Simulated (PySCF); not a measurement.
## Magnesium: highly charged ions in a basis for the neutral atom

Mg(6+) [He] 2s2 2p2, Mg(7+) [He] 2s2 2p1. Calculation: PySCF 2.14, in jorge-DZP-DKH (7s4p1d, 24 functions); scalar relativity by spin-free X2C-1e. No spin-orbit coupling, so a gap to NIST mixes the basis error with missing relativistic terms.

Changed run: basis of the neutral atom used for a highly charged ion. This setting is unsound on purpose.

```tsv
species	method	sound run (hartree)	changed run (hartree)	converged
Mg(6+)	UHF	not run	-180.09205	yes
Mg(6+)	MN15	not run	-180.25797	yes
Mg(6+)	PBE0	not run	-180.18886	yes
Mg(7+)	UHF	not run	-171.83018	yes
Mg(7+)	MN15	not run	-171.98910	yes
Mg(7+)	PBE0	not run	-171.90527	yes
```

Ionisation energy of Mg(6+):

```csv
method,changed run (eV),NIST (eV)
UHF,224.82,225.02 ± 0.06
MN15,225.01,225.02 ± 0.06
PBE0,225.41,225.02 ± 0.06
```

The contracted functions were made for the neutral atom and can be too rigid for a highly charged ion.
